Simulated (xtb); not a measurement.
xtb single point, GFN2-xTB, ALPB implicit diethyl ether, on formaldehyde, CH2O (SMILES C=O), charge 0, multiplicity 1.

```
xtb m.xyz --gfn 2 --chrg 0 --uhf 0 --norestart --sp --alpb ether

4

C      0.297062     0.000170     0.000262
O     -0.895064     0.000389    -0.000262
H      0.894564    -0.927167    -0.000261
H      0.895064     0.927167    -0.000262
```

It prints:

```

          ...................................................
          :                      SETUP                      :
          :.................................................:
          :  # basis functions                  10          :
          :  # atomic orbitals                  10          :
          :  # shells                            6          :
          :  # electrons                        12          :
          :  max. iterations                   250          :
          :  Hamiltonian                  GFN2-xTB          :
          :  restarted?                      false          :
          :  GBSA solvation                   true          :
          :  PC potential                    false          :
          :  electronic temp.          300.0000000     K    :
          :  accuracy                    1.0000000          :
          :  -> integral cutoff          0.2500000E+02      :
          :  -> integral neglect         0.1000000E-07      :
          :  -> SCF convergence          0.1000000E-05 Eh   :
          :  -> wf. convergence          0.1000000E-03 e    :
          :  Broyden damping             0.4000000          :
          :  net charge                          0          :
          :  unpaired electrons                  0          :
          ...................................................

 iter      E             dE          RMSdq      gap      omega  full diag
   1     -7.2223504 -0.722235E+01  0.774E+00    4.25       0.0  T
   2     -7.2471736 -0.248231E-01  0.364E+00    3.46       1.0  T
   3     -7.2480403 -0.866760E-03  0.235E+00    3.76       1.0  T
   4     -7.2505179 -0.247757E-02  0.150E-01    3.56       1.0  T
   5     -7.2505215 -0.361899E-05  0.128E-01    3.60       1.0  T
   6     -7.2505469 -0.253634E-04  0.585E-02    3.57       1.0  T
   7     -7.2505561 -0.918515E-05  0.448E-03    3.58      11.2  T
   8     -7.2505561 -0.177012E-07  0.240E-03    3.58      20.8  T
   9     -7.2505561 -0.103866E-07  0.934E-05    3.58     535.2  T
  10     -7.2505561 -0.193427E-10  0.173E-05    3.58    2883.2  T

   *** convergence criteria satisfied after 10 iterations ***

         #    Occupation            Energy/Eh            Energy/eV
      -------------------------------------------------------------
         1        2.0000           -0.7396654             -20.1273
         2        2.0000           -0.6319000             -17.1949
         3        2.0000           -0.5825263             -15.8513
         4        2.0000           -0.5572141             -15.1626
         5        2.0000           -0.5407867             -14.7156
         6        2.0000           -0.4205630             -11.4441 (HOMO)
         7                         -0.2889919              -7.8639 (LUMO)
         8                          0.0908489               2.4721
         9                          0.2248019               6.1172
        10                          0.5838858              15.8883
      -------------------------------------------------------------
                  HL-Gap            0.1315711 Eh            3.5802 eV
             Fermi-level           -0.3547775 Eh           -9.6540 eV


         :::::::::::::::::::::::::::::::::::::::::::::::::::::
         ::                     SUMMARY                     ::
         :::::::::::::::::::::::::::::::::::::::::::::::::::::
         :: total energy              -7.178348280791 Eh    ::
         :: total w/o Gsasa/hb        -7.177500650102 Eh    ::
         :: gradient norm              0.010850386156 Eh/a0 ::
         :: HOMO-LUMO gap              3.580231680026 eV    ::
         ::.................................................::
         :: SCC energy                -7.250556106466 Eh    ::
         :: -> isotropic ES            0.019721698307 Eh    ::
         :: -> anisotropic ES          0.001309795537 Eh    ::
         :: -> anisotropic XC          0.002766531908 Eh    ::
         :: -> dispersion             -0.000671997782 Eh    ::
         :: -> Gsolv                  -0.003075118464 Eh    ::
         ::    -> Gelec               -0.002227487775 Eh    ::
         ::    -> Gsasa               -0.005551185963 Eh    ::
         ::    -> Ghb                 -0.000249882304 Eh    ::
         ::    -> Gshift               0.004953437577 Eh    ::
         :: repulsion energy           0.072207825675 Eh    ::
         :: add. restraining           0.000000000000 Eh    ::
         :: total charge               0.000000000000 e     ::
         :::::::::::::::::::::::::::::::::::::::::::::::::::::

           -------------------------------------------------
          |                Property Printout                |
           -------------------------------------------------

    * Orbital Energies and Occupations

         #    Occupation            Energy/Eh            Energy/eV
      -------------------------------------------------------------
         1        2.0000           -0.7396654             -20.1273
         2        2.0000           -0.6319000             -17.1949
         3        2.0000           -0.5825263             -15.8513
         4        2.0000           -0.5572141             -15.1626
         5        2.0000           -0.5407867             -14.7156
         6        2.0000           -0.4205630             -11.4441 (HOMO)
         7                         -0.2889919              -7.8639 (LUMO)
         8                          0.0908489               2.4721
         9                          0.2248019               6.1172
        10                          0.5838858              15.8883
      -------------------------------------------------------------
                  HL-Gap            0.1315711 Eh            3.5802 eV
             Fermi-level           -0.3547775 Eh           -9.6540 eV

     #   Z          covCN         q      C6AA      α(0)
     1   6 C        2.701     0.178    24.172     8.047
     2   8 O        0.856    -0.298    19.747     5.958
     3   1 H        0.923     0.060     2.197     2.318
     4   1 H        0.923     0.060     2.197     2.318

 Mol. C6AA /au·bohr⁶  :        150.711675
 Mol. C8AA /au·bohr⁸  :       3191.734490
 Mol. α(0) /au        :         18.641194

Wiberg/Mayer (AO) data.
largest (>0.10) Wiberg bond orders for each atom

 ---------------------------------------------------------------------------
     #   Z sym  total        # sym  WBO       # sym  WBO       # sym  WBO
 ---------------------------------------------------------------------------
     1   6 C    3.886 --     2 O    2.003     4 H    0.941     3 H    0.941
     2   8 O    2.101 --     1 C    2.003
     3   1 H    0.996 --     1 C    0.941
     4   1 H    0.996 --     1 C    0.941
 ---------------------------------------------------------------------------


molecular dipole:
                 x           y           z       tot (Debye)
 q only:        0.807      -0.000       0.000
   full:        0.996      -0.000       0.000       2.532
molecular quadrupole (traceless):
                xx          xy          yy          xz          yz          zz
 q only:       -0.637       0.001       0.596      -0.000      -0.000       0.042
  q+dip:       -1.233       0.001       1.486      -0.001      -0.000      -0.253
   full:       -1.639       0.001       0.828      -0.001       0.000       0.811

           -------------------------------------------------
          | TOTAL ENERGY               -7.178348280791 Eh   |
          | GRADIENT NORM               0.010850386156 Eh/α |
          | HOMO-LUMO GAP               3.580231680026 eV   |
           -------------------------------------------------
```

The total energy is -195.33 eV, -0.07 eV from the same level's vacuum run.
